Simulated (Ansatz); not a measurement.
The input, for Ansatz 0.2.0:

```yaml
crystal:
  periodic: [false, false, false]
  atoms:
    - {symbol: C, position_ang: [-0.138178, 0.063138, 1.556475]}
    - {symbol: Se, position_ang: [0.012399, -0.027633, -0.259811]}
    - {symbol: H, position_ang: [0.619602, -0.016251, 2.330305]}
    - {symbol: H, position_ang: [0.055644, 1.428588, -0.524289]}
basis:
  gaussian: {orbitals: cc-pVDZ}
total_charge: 1
magnetization: {spin_polarized: true, initial_magnetization: 1}
correlation: {method: bccd_t, electrons: valence}
```

```sh
$ ansatz run in.yaml --threads 1 --pin off --events-out ev --progress --plain --max-ram 2393MiB
```

Log:

```
547 factors; integrals over basis functions are off by at most 1.2e-3 eV
mean field evaluation 1: about -66351.0162 eV, gradient 1.2e1 eV
mean field evaluation 2: about -66351.0509 eV, gradient 1.2e1 eV
mean field evaluation 4: about -66352.3897 eV, gradient 2.5e0 eV
mean field evaluation 8: about -66352.5253 eV, gradient 3.6e-1 eV
mean field evaluation 16: about -66353.4167 eV, gradient 1.7e-1 eV
mean field evaluation 32: about -66353.4176 eV, gradient 2.4e-4 eV
mean field evaluation 64: about -66352.4751 eV, gradient 5.4e-1 eV
mean field evaluation 96: about -66352.5148 eV, gradient 1.7e-4 eV
mean field evaluation 128: about -66352.6559 eV, gradient 3.9e-1 eV
mean field evaluation 160: about -66352.5462 eV, gradient 4.0e-2 eV
...
cycle  10  -6.57362495 eV  change   -1.2e-3 eV  update   5.4e-4
cycle  11  -6.57331041 eV  change    3.1e-4 eV  update   2.9e-4
cycle  12  -6.57318916 eV  change    1.2e-4 eV  update   1.9e-4
cycle  13  -6.57330345 eV  change   -1.1e-4 eV  update   1.5e-4
cycle  14  -6.57353124 eV  change   -2.3e-4 eV  update   1.2e-4
cycle  15  -6.57335642 eV  change    1.7e-4 eV  update   9.2e-5
cycle  16  -6.57333323 eV  change    2.3e-5 eV  update   6.7e-5
cycle  17  -6.57331848 eV  change    1.5e-5 eV  update   4.6e-5
cycle  18  -6.57332043 eV  change   -2.0e-6 eV  update   2.8e-5
cycle  19  -6.57334087 eV  change   -2.0e-5 eV  update   1.3e-5
perturbative correction -0.34882520 eV, -0.0128190896 hartree
Total energy: -66360.33977378 eV, -2438.6975060326 hartree
```

Ran on 1 thread of AMD EPYC, shared host: 76 s wall, 0.2 GiB peak host memory.
